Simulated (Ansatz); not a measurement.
The input, for Ansatz 0.2.0:

```yaml
crystal:
  periodic: [false, false, false]
  atoms:
    - {symbol: Al, position_ang: [0.000000, 0.000000, 0.599556]}
    - {symbol: O, position_ang: [0.000000, 0.000000, -1.056365]}
    - {symbol: H, position_ang: [0.000000, 1.386849, 1.359567]}
    - {symbol: H, position_ang: [0.000000, -1.386849, 1.359567]}
    - {symbol: H, position_ang: [0.000000, 0.000000, -2.000590]}
basis:
  gaussian: {orbitals: def2-TZVP, fitting: {mean_field: def2-universal-jkfit}}
magnetization: {spin_polarized: false}
correlation: {method: ccsd_t, electrons: outside_noble_gas}
scf: {lower_state_search: light}
```

```sh
$ ansatz run in.yaml --threads 1 --pin off --events-out ev --progress --plain --max-ram 2393MiB
```

The program prints:

```
259 factors; integrals over basis functions are off by at most 8.8e-1 eV
mean field evaluation 1: about -8666.9384 eV, gradient 4.0e1 eV
mean field evaluation 2: about -8668.5675 eV, gradient 2.8e1 eV
mean field evaluation 4: about -8669.7521 eV, gradient 2.6e-1 eV
mean field evaluation 8: about -8669.7527 eV, gradient 6.2e-7 eV
mean field -8669.75266357 eV, -318.6075338167 hartree, gradient 6.2e-7 eV, S^2 0.000000; 0 other end points of the search recorded, 0 dependent functions left out
6 core orbitals not correlated: weight in the atoms' cores, before any rotation towards them, 1.000 or more for the frozen orbitals, at most 0.000 for the correlated occupied ones
reference -8669.75266357 eV, -318.6075338167 hartree; 6, 6 occupied and 74, 74 virtual orbitals, 259 factors
second order -8.68941972 eV of doubles, -0.00000000 eV of singles
cycle   1  -8.91925840 eV  change   -2.3e-1 eV  update   6.8e-2
cycle   2  -9.16636405 eV  change   -2.5e-1 eV  update   2.1e-2
cycle   3  -9.22303229 eV  change   -5.7e-2 eV  update   1.1e-2
cycle   4  -9.21577211 eV  change    7.3e-3 eV  update   2.7e-3
cycle   5  -9.21612719 eV  change   -3.6e-4 eV  update   1.3e-3
cycle   6  -9.21648955 eV  change   -3.6e-4 eV  update   3.3e-4
cycle   7  -9.21630769 eV  change    1.8e-4 eV  update   1.3e-4
cycle   8  -9.21628373 eV  change    2.4e-5 eV  update   3.4e-5
cycle   9  -9.21629071 eV  change   -7.0e-6 eV  update   1.1e-5
perturbative correction -0.26123747 eV, -0.0096003001 hartree
Total energy: -8679.23019175 eV, -318.9558265532 hartree
```

Ran on 1 thread of Arm Neoverse V2, shared host: 0.69 s wall, 0.14 GiB peak host memory.
